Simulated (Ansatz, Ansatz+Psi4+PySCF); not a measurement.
| atom | x (Å) | y (Å) | z (Å) |
| --- | --- | --- | --- |
| O | 0.0000 | 0.0000 | -1.2192 |
| S | 0.0000 | 0.0000 | 0.6096 |

Basis set: cc-pVTZ on O; cc-pV(T+d)Z on S (spherical functions). Left uncorrelated: 6 orbitals. Correlation on ROHF uses semicanonical orbitals with singles. Charge 0, multiplicity 3.

Computed with Ansatz (development build ahead of 0.2.0); each method stands on the lowest determinant of its kind that the runs found.

**Question.** Give the atomization energy at this shape (free ground-state atoms in the same class of orbitals less the molecule, no zero-point energy) of triplet SO by ROHF-MP2, UHF-MP2, UHF-CCSDT, ROHF-CCSD(T), ROHF-CCSD, ROHF, UHF.

**Answer.**

```csv
method,atomization energy
ROHF-MP2,2.75 eV
UHF-MP2,2.68 eV
UHF-CCSDT,3.50 eV
ROHF-CCSD(T),3.43 eV
ROHF-CCSD,2.96 eV
ROHF,0.48 eV
UHF,0.52 eV
```

Caution: the determinant may break the point group; the shape is not the minimum. Caution for ROHF-MP2, ROHF-CCSD(T): another reference gives a lower total. Caution for ROHF-MP2, UHF-MP2, UHF-CCSDT, ROHF-CCSD(T), ROHF-CCSD: large amplitudes, a single reference is doubtful.
